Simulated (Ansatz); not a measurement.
Input file:

```yaml
crystal:
  periodic: [false, false, false]
  atoms:
    - {symbol: B, position_ang: [0.000000, 0.000000, -2.545265]}
    - {symbol: Be, position_ang: [0.000000, 0.000000, -0.502867]}
    - {symbol: H, position_ang: [0.000000, 0.000000, 3.048133]}
basis:
  gaussian: {orbitals: cc-pVDZ}
magnetization: {spin_polarized: false}
correlation: {method: bccd_t, electrons: outside_noble_gas}
```

```sh
$ ansatz run in.yaml --threads 1 --pin off --events-out ev --progress --plain --max-ram 2393MiB
```

**Question.** Roughly how long does this take on 1 thread of Arm Neoverse V2, shared host, and how much host memory?

**Answer.** 1.3 s wall and 0.15 GiB.

```
305 factors; integrals over basis functions are off by at most 9.0e-4 eV
mean field evaluation 1: about -1070.7541 eV, gradient 1.7e1 eV
mean field evaluation 2: about -1070.7583 eV, gradient 1.7e1 eV
mean field evaluation 4: about -1073.6173 eV, gradient 1.0e1 eV
mean field evaluation 8: about -1075.6008 eV, gradient 6.6e-1 eV
mean field evaluation 16: about -1056.2548 eV, gradient 3.8e1 eV
mean field evaluation 32: about -1075.6013 eV, gradient 6.9e-1 eV
mean field evaluation 64: about -1062.2579 eV, gradient 1.6e1 eV
mean field evaluation 96: about -1075.6013 eV, gradient 6.9e-1 eV
mean field evaluation 128: about -1069.9060 eV, gradient 6.3e0 eV
mean field evaluation 160: about -1073.2474 eV, gradient 8.9e-1 eV
...
mean field -1075.60798614 eV, -39.5278644175 hartree, gradient 5.9e-6 eV, S^2 0.000000; 9 other end points of the search recorded, 0 dependent functions left out; unrestricted orbitals would lower it
...
determinant -1075.60798614 eV, -39.5278644175 hartree, with singles and doubles -1080.22543368 eV, -39.6975524847 hartree
determinant -1072.56892904 eV, -39.4161811289 hartree, with singles and doubles -1078.00917407 eV, -39.6161064461 hartree
determinant -1070.43029098 eV, -39.3375876298 hartree, with singles and doubles -1076.75850033 eV, -39.5701450342 hartree
...
unrestricted determinant -1078.51564637 eV, -39.6347189598 hartree, S^2 1.8863
2 core orbitals not correlated: weight in the atoms' cores, before any rotation towards them, 1.000 or more for the frozen orbitals, at most 0.000 for the correlated occupied ones
reference -1075.60798614 eV, -39.5278644175 hartree; 3, 3 occupied and 28, 28 virtual orbitals, 305 factors
second order -3.00598724 eV of doubles, -0.00000000 eV of singles
...
cycle   9  -4.93893840 eV  change    3.9e-3 eV  update   2.0e-3
cycle  10  -4.93437213 eV  change    4.6e-3 eV  update   1.3e-3
cycle  11  -4.93651513 eV  change   -2.1e-3 eV  update   3.8e-4
cycle  12  -4.93515998 eV  change    1.4e-3 eV  update   3.7e-4
cycle  13  -4.93502497 eV  change    1.4e-4 eV  update   8.5e-5
cycle  14  -4.93508548 eV  change   -6.1e-5 eV  update   2.7e-5
cycle  15  -4.93511366 eV  change   -2.8e-5 eV  update   1.0e-5
cycle  16  -4.93511957 eV  change   -5.9e-6 eV  update   5.8e-6
cycle  17  -4.93512052 eV  change   -9.5e-7 eV  update   3.8e-6
cycle  18  -4.93512150 eV  change   -9.8e-7 eV  update   2.3e-6
perturbative correction -0.28578527 eV, -0.0105024150 hartree
WARN: these amplitudes may be one of several solutions (largest doubles amplitude 0.57, level shift 2.09 eV)
Total energy: -1080.82889291 eV, -39.7197292024 hartree
```

The singles that turn the determinant into the Brueckner one have T1 = 0.075.
